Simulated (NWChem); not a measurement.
System: C$_{2}$H$_{4}$ cation, doublet; SMILES of the neutral closed-shell parent C=C

NWChem printed, in part:

```
             Northwest Computational Chemistry Package (NWChem) 7.3.0
             --------------------------------------------------------

                             Geometry "geometry" -> ""
                             -------------------------

 Output coordinates in angstroms (scale by  1.889725989 to convert to a.u.)

  No.       Tag          Charge          X              Y              Z
 ---- ---------------- ---------- -------------- -------------- --------------
    1 C                    6.0000     0.00000000     0.70054500     0.00000000
    2 C                    6.0000     0.00000000    -0.70054500     0.00000000
    3 H                    1.0000     0.91136200     1.26466100    -0.21039500
    4 H                    1.0000    -0.91136200     1.26466100     0.21039500
    5 H                    1.0000    -0.91136200    -1.26466100    -0.21039500
    6 H                    1.0000     0.91136200    -1.26466100     0.21039500

 Effective nuclear repulsion energy (a.u.)      32.3774620359

                                 NWChem DFT Module
                                 -----------------

 Summary of "ao basis" -> "ao basis" (spherical)
 ------------------------------------------------------------------------------
       Tag                 Description            Shells   Functions and Types
 ---------------- ------------------------------  ------  ---------------------
 C                          def2-svp                 6       14   3s2p1d
 H                          def2-svp                 3        5   2s1p

 in cosmo_initialize ...
 calling solv_data for solv:h2o

 solvent parameters
 solvname_short: h2o
 solvname_long:  water
 dielec:       78.4000
 dielecinf:     1.7769
 aqueous SMD model solvent descriptors
 dielec:       78.4000
 sola:          0.8200

          ---------------
          -cosmo- solvent
          ---------------
 Cosmo: York-Karplus, doi: 10.1021/jp992097l
 dielectric constant -eps-     =  78.40
 screen = (eps-1)/(eps    )    =   0.98724
 surface charge correction     = lagrangian

   van der Waals surface
 --------------------------

 ---------- ATOMIC COORDINATES (A.U.) ------------ VDWR(ANG.) --
     1    0.00000000    1.32383809    0.00000000     1.850
     2    0.00000000   -1.32383809    0.00000000     1.850
     3    1.72222446    2.38986276   -0.39758890     1.200
     4   -1.72222446    2.38986276    0.39758890     1.200
     5   -1.72222446   -2.38986276   -0.39758890     1.200
     6    1.72222446   -2.38986276    0.39758890     1.200
 number of segments per atom =        128
 number of   points per atom =        128
 atom (   nspa,  nppa )
 ----------------------
    1 (     66,     0 )       0
    2 (     66,     0 )       0
    3 (     56,     0 )       0
    4 (     56,     0 )       0
    5 (     56,     0 )       0
    6 (     56,     0 )       0
 number of -cosmo- surface points =      356
 molecular surface =     69.036 angstrom**2
 molecular volume  =     45.775 angstrom**3
 -lineq- algorithm             =   0
 -bem- low  level              =   3
 -bem- from -octahedral-
 gaussian surface charge width =   4.50000
 degree of switching           =   1.00000
 switching function tolerance  =   0.00010
 atomic radii =
 --------------
    1  6.000  1.850
    2  6.000  1.850
    3  1.000  1.200
    4  1.000  1.200
    5  1.000  1.200
    6  1.000  1.200
 ...... end of -cosmo- initialization ......

 nat:                     6
 ixmem:                  2111
 calling mnsol_interface()
 G(SMD-CDS) energy (kcal/mol)  =     3.376
 SMD-CDS SASA (angstrom**2)    =    88.837

            General Information
            -------------------
          SCF calculation type: DFT
          Wavefunction type:  spin polarized.
          No. of atoms     :     6
          No. of electrons :    15
           Alpha electrons :     8
            Beta electrons :     7
          Charge           :     1
          Spin multiplicity:     2
          Use of symmetry is: off; symmetry adaption is: off
          Maximum number of iterations: 150
          AO basis - number of functions:    48
                     number of shells:    24
          Convergence on energy requested:  1.00D-06
          Convergence on density requested:  1.00D-05
          Convergence on gradient requested:  5.00D-04

              XC Information
              --------------
                       M05-2X Method XC Functional
                     Hartree-Fock (Exact) Exchange  0.560
                M05-2X metaGGA Exchange Functional  0.440
                      M05-2X Correlation Potential  1.000

             Grid Information
             ----------------
          Grid used for XC integration:  medium
          Radial quadrature: Mura-Knowles
          Angular quadrature: Lebedev.
          Tag              B.-S. Rad. Rad. Pts. Rad. Cut. Ang. Pts.
          ---              ---------- --------- --------- ---------
          C                   0.70       49           8.0       434
          H                   0.35       45           9.0       434
          Grid pruning is: on
          Number of quadrature shells:   278
          Spatial weights used:  Erf1

      Superposition of Atomic Density Guess
      -------------------------------------

 Sum of atomic energies:         -77.24673709

 Renormalizing density from      16.00 to     15

      Non-variational initial energy
      ------------------------------

 Total energy =     -74.575232
 1-e energy   =    -155.726852
 2-e energy   =      48.774158
 HOMO         =      -0.692112
 LUMO         =      -0.430376

[...]

                                COSMO-SMD solvation results
                                ---------------------------

             internal energy in gas <Psi(g)|H|Psi(g)> =       -78.128695987937
         internal energy in solvent <Psi(s)|H|Psi(s)> =       -78.128536699753
                               delta internal energy  =         0.000159288184 (    0.10 kcal/mol)
   total free energy in solvent <Psi(s)|H+V/2|Psi(s)> =       -78.246226564123
 polarization energy contribution <Psi(s)|V/2|Psi(s)> =        -0.117689864370 (  -73.85 kcal/mol)
    total free energy in solvent including G(SMD-CDS) =       -78.240847295310
                       G(SMD-CDS) energy contribution =         0.005379268813 (    3.38 kcal/mol)
     1 M fixed-concentration free energy of solvation =        -0.112151307373 (  -70.38 kcal/mol)

                    DFT Final Alpha Molecular Orbital Analysis
                    ------------------------------------------

 Vector    6  Occ=1.000000D+00  E=-5.775064D-01
              MO Center= -1.9D-10,  1.8D-09, -2.9D-10, r^2= 1.7D+00
   Bfn.  Coefficient  Atom+Function         Bfn.  Coefficient  Atom+Function
  ----- ------------  ---------------      ----- ------------  ---------------
     5      0.428296  1 C  py                19     -0.428296  2 C  py
    29      0.166831  3 H  s                 34      0.166831  4 H  s
    39      0.166831  5 H  s                 44      0.166831  6 H  s
     8      0.132524  1 C  py                22     -0.132524  2 C  py
     3      0.050431  1 C  s                 17      0.050431  2 C  s

 Vector    7  Occ=1.000000D+00  E=-5.174758D-01
              MO Center= -2.2D-09, -6.5D-09, -1.4D-09, r^2= 2.0D+00
   Bfn.  Coefficient  Atom+Function         Bfn.  Coefficient  Atom+Function
  ----- ------------  ---------------      ----- ------------  ---------------
     4      0.293826  1 C  px                18     -0.293826  2 C  px
    29      0.234657  3 H  s                 34     -0.234657  4 H  s
    39      0.234657  5 H  s                 44     -0.234657  6 H  s
     6     -0.197728  1 C  pz                20     -0.197728  2 C  pz
     7      0.100100  1 C  px                21     -0.100100  2 C  px

 Vector    8  Occ=1.000000D+00  E=-4.256847D-01
              MO Center=  3.3D-10,  8.0D-09, -2.2D-09, r^2= 1.5D+00
   Bfn.  Coefficient  Atom+Function         Bfn.  Coefficient  Atom+Function
  ----- ------------  ---------------      ----- ------------  ---------------
     6      0.395616  1 C  pz                20      0.395616  2 C  pz
     9      0.237446  1 C  pz                23      0.237446  2 C  pz
     4      0.191649  1 C  px                18     -0.191649  2 C  px
    29      0.098585  3 H  s                 34     -0.098585  4 H  s
    39      0.098585  5 H  s                 44     -0.098585  6 H  s

 Vector    9  Occ=0.000000D+00  E=-6.768495D-02
              MO Center=  8.5D-10, -8.8D-09, -3.5D-09, r^2= 1.9D+00
   Bfn.  Coefficient  Atom+Function         Bfn.  Coefficient  Atom+Function
  ----- ------------  ---------------      ----- ------------  ---------------
     9      0.497403  1 C  pz                23     -0.497403  2 C  pz
     6      0.461688  1 C  pz                20     -0.461688  2 C  pz
     7      0.104913  1 C  px                21      0.104913  2 C  px
     4      0.088539  1 C  px                18      0.088539  2 C  px
    30     -0.059958  3 H  s                 35      0.059958  4 H  s

 Vector   10  Occ=0.000000D+00  E= 1.274207D-01
              MO Center=  3.4D-08, -6.2D-08,  2.3D-09, r^2= 5.6D+00
   Bfn.  Coefficient  Atom+Function         Bfn.  Coefficient  Atom+Function
  ----- ------------  ---------------      ----- ------------  ---------------
     3      1.344615  1 C  s                 17      1.344615  2 C  s
    30     -1.003249  3 H  s                 35     -1.003249  4 H  s
    40     -1.003249  5 H  s                 45     -1.003249  6 H  s
     8      0.496681  1 C  py                22     -0.496681  2 C  py
     2      0.236436  1 C  s                 16      0.236436  2 C  s

 Vector   11  Occ=0.000000D+00  E= 1.477696D-01
              MO Center= -3.5D-08,  3.0D-09,  2.3D-08, r^2= 5.5D+00
   Bfn.  Coefficient  Atom+Function         Bfn.  Coefficient  Atom+Function
  ----- ------------  ---------------      ----- ------------  ---------------
    30      1.031161  3 H  s                 35     -1.031161  4 H  s
    40     -1.031161  5 H  s                 45      1.031161  6 H  s
     7     -0.653925  1 C  px                21     -0.653925  2 C  px
     9      0.292318  1 C  pz                23     -0.292318  2 C  pz
     4     -0.255727  1 C  px                18     -0.255727  2 C  px

                     DFT Final Beta Molecular Orbital Analysis
                     -----------------------------------------

 Vector    5  Occ=1.000000D+00  E=-6.046614D-01
              MO Center= -3.3D-09,  7.4D-09, -7.2D-10, r^2= 1.8D+00
   Bfn.  Coefficient  Atom+Function         Bfn.  Coefficient  Atom+Function
  ----- ------------  ---------------      ----- ------------  ---------------
     4      0.337172  1 C  px                18      0.337172  2 C  px
    29      0.200331  3 H  s                 34     -0.200331  4 H  s
    39     -0.200331  5 H  s                 44      0.200331  6 H  s
     7      0.135207  1 C  px                21      0.135207  2 C  px
     6     -0.061517  1 C  pz                20      0.061517  2 C  pz

 Vector    6  Occ=1.000000D+00  E=-5.687867D-01
              MO Center=  9.7D-10,  2.8D-09,  1.1D-10, r^2= 1.7D+00
   Bfn.  Coefficient  Atom+Function         Bfn.  Coefficient  Atom+Function
  ----- ------------  ---------------      ----- ------------  ---------------
     5      0.425863  1 C  py                19     -0.425863  2 C  py
    29      0.167499  3 H  s                 34      0.167499  4 H  s
    39      0.167499  5 H  s                 44      0.167499  6 H  s
     8      0.132764  1 C  py                22     -0.132764  2 C  py
     3      0.049906  1 C  s                 17      0.049906  2 C  s

 Vector    7  Occ=1.000000D+00  E=-5.109354D-01
              MO Center= -4.0D-09, -7.3D-09, -1.1D-09, r^2= 2.1D+00
   Bfn.  Coefficient  Atom+Function         Bfn.  Coefficient  Atom+Function
  ----- ------------  ---------------      ----- ------------  ---------------
     4      0.303745  1 C  px                18     -0.303745  2 C  px
    29      0.246004  3 H  s                 34     -0.246004  4 H  s
    39      0.246004  5 H  s                 44     -0.246004  6 H  s
     6     -0.154584  1 C  pz                20     -0.154584  2 C  pz
     7      0.098742  1 C  px                21     -0.098742  2 C  px

 Vector    8  Occ=0.000000D+00  E=-1.864438D-01
              MO Center=  1.7D-09, -6.4D-09,  3.4D-10, r^2= 1.7D+00
   Bfn.  Coefficient  Atom+Function         Bfn.  Coefficient  Atom+Function
  ----- ------------  ---------------      ----- ------------  ---------------
     6      0.341646  1 C  pz                20      0.341646  2 C  pz
     9      0.308275  1 C  pz                23      0.308275  2 C  pz
     4      0.136722  1 C  px                18     -0.136722  2 C  px
     7      0.097394  1 C  px                21     -0.097394  2 C  px
    29      0.078544  3 H  s                 34     -0.078544  4 H  s

 Vector    9  Occ=0.000000D+00  E=-8.844319D-03
              MO Center= -2.3D-11,  6.3D-09,  2.4D-09, r^2= 2.1D+00
   Bfn.  Coefficient  Atom+Function         Bfn.  Coefficient  Atom+Function
  ----- ------------  ---------------      ----- ------------  ---------------
     9      0.580360  1 C  pz                23     -0.580360  2 C  pz
     6      0.393591  1 C  pz                20     -0.393591  2 C  pz
     7      0.151434  1 C  px                21      0.151434  2 C  px
     4      0.089703  1 C  px                18      0.089703  2 C  px
    30     -0.072086  3 H  s                 35      0.072086  4 H  s

 Vector   10  Occ=0.000000D+00  E= 1.284050D-01
              MO Center=  2.6D-08, -2.6D-08, -2.9D-10, r^2= 5.6D+00
   Bfn.  Coefficient  Atom+Function         Bfn.  Coefficient  Atom+Function
  ----- ------------  ---------------      ----- ------------  ---------------
     3      1.317464  1 C  s                 17      1.317465  2 C  s
    30     -0.997221  3 H  s                 35     -0.997221  4 H  s
    40     -0.997221  5 H  s                 45     -0.997221  6 H  s
     8      0.503382  1 C  py                22     -0.503382  2 C  py
     2      0.259755  1 C  s                 16      0.259755  2 C  s

   alpha - beta orbital overlaps
   -----------------------------

   alpha      1      2      3      4      5      6      7      8      9     10
    beta      1      2      3      4      5      6      7      8      9     10
 overlap   1.000  1.000  1.000  1.000  0.999  1.000  0.996  0.990  0.994  1.000

   alpha     11     12     13     14     15     16     17     18     19     20
    beta     11     12     13     14     15     16     17     18     19     20
 overlap   1.000  0.999  1.000  0.997  0.996  0.998  0.996  0.993  0.988  0.995

   alpha     21     22     23     24     25     26     27     28     29     30
    beta     22     21     23     24     25     26     27     28     29     30
 overlap   0.999  0.990  0.999  0.999  0.996  0.999  1.000  1.000  0.998  1.000

[...]
```

Level: M05-2X/def2-SVP, spin-unrestricted, SMD on the gas-phase geometry. In the optimisation the excess spin sits in b1 (D2, its own frame). All runs use the structure optimised with B3LYP/6-31G* (spherical d), spin-unrestricted. The spin multiplicity was typed, not searched, and may not be the lowest. No stability test was run on the SCF state. Solvent: water.

**Question.** Write an input that gives this output.

**Answer.** This is not unique; one that fits is the input that was run:
```
start job
memory heap 200 mb stack 900 mb global 1100 mb
charge 1
geometry units angstroms noautosym nocenter noautoz
  C      0.000000     0.700545     0.000000
  C      0.000000    -0.700545     0.000000
  H      0.911362     1.264661    -0.210395
  H     -0.911362     1.264661     0.210395
  H     -0.911362    -1.264661    -0.210395
  H      0.911362    -1.264661     0.210395
end
basis spherical
  * library def2-svp
end
dft
  odft
  mult 2
  xc m05-2x
  iterations 150
end
cosmo
  do_cosmo_smd true
  solvent water
end
task dft energy
```
